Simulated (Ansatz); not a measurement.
# Wavefunction methods compared: F₂, singlet

Program: Ansatz, Gaussian basis, development build; BCCD by scripts on PySCF. Basis STO-3G, 2 core orbitals frozen, nonrelativistic. Perturbation and coupled-cluster methods stand on the Hartree–Fock determinant that coupled cluster favours. The state met can change along the bond. A minimal or small basis: far from the basis limit. The unrestricted determinant is a mixture of spins, so it may stand for another state.

Correlation energy of CCSD(T), then each method's total less that of CCSD(T), in eV:

```
       case  E corr CCSD(T)    BCCD  BCCD(T)   determinant
1.553 Å RHF          -3.199   0.000    0.000             –
2.047 Å RHF          -7.249   0.000    0.000             –
2.330 Å RHF          -9.040   0.000    0.000             –
2.824 Å RHF         -10.668   0.000    0.000             –
2.824 Å UHF           0.004   0.000    0.000  ⟨S²⟩ = 1.000
4.236 Å RHF         -11.845  -0.001   -0.001             –
4.236 Å UHF          -0.001  +0.001   +0.001  ⟨S²⟩ = 1.000
```

Task: How far does full CI lie from CCSD(T) in each case, and where is CCSD(T) within 1 kcal/mol (0.043 eV)?

Result: 1.553 Å RHF: 0.000 eV (within); 2.047 Å RHF: 0.000 eV (within); 2.330 Å RHF: 0.000 eV (within); 2.824 Å RHF: -0.019 eV (within); 2.824 Å UHF: -0.008 eV (within, spin-contaminated determinant); 4.236 Å RHF: -0.003 eV (within); 4.236 Å UHF: 0.000 eV (within, spin-contaminated determinant).
